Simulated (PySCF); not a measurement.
HF.
SMILES: `F`

The closed-shell ground state was solved at several levels (PySCF, density fitting, gas phase, non-relativistic). Geometry: PBE0-D3(BJ)/def2-TZVP; no solvent, vibrations or thermal averaging.

```tsv
level	basis functions	HOMO (eV)	LUMO (eV)	gap (eV)	dipole (D)
wB97X-D/pcSseg-2	50	-13.75	2.22	15.97	1.87
B97-2/pcJ-2	75	-11.41	0.45	11.86	1.87
PBE0/pcJ-2	75	-11.76	0.45	12.21	1.88
CAM-B3LYP/aug-cc-pVTZ	69	-13.50	0.01	13.51	1.83
PBE0/aug-cc-pVTZ	69	-11.84	-0.34	11.50	1.81
PBE0/pcSseg-2	50	-11.77	0.37	12.14	1.88
```

Q: What might B3LYP/pcJ-2 (75 basis functions) give for the same quantities?

A: HOMO -11.45 eV, LUMO -0.04 eV, gap 11.41 eV, dipole 1.88 D.

Q: Over all these levels, which gives the widest orbital gap and which the narrowest?

A: wB97X-D/pcSseg-2 (range-separated hybrid) has the widest, 15.97 eV, and B3LYP/pcJ-2 (global hybrid, 20 % exact exchange) the narrowest, 11.41 eV. Functional and basis both differ between the two, so the spread mixes both effects.

Q: How much does the basis alone move the frontier levels among the 3 PBE0 rows?

A: The HOMO by 0.08 eV and the LUMO by 0.79 eV. By rising basis size (HOMO, LUMO in eV): pcSseg-2 -11.77, 0.37; aug-cc-pVTZ -11.84, -0.34; pcJ-2 -11.76, 0.45.

Q: In the pcJ-2 basis, how does the gap go with the fixed share of exact exchange?

A: B3LYP (20 %) 11.41 eV; B97-2 (21 %) 11.86 eV; PBE0 (25 %) 12.21 eV. Each rise in the share widens the gap here.

Q: How far do the dipole and the HOMO energy spread over the levels?

A: The dipole runs from 1.81 to 1.88 D (mean 1.86 D) and the HOMO from -13.75 to -11.41 eV.
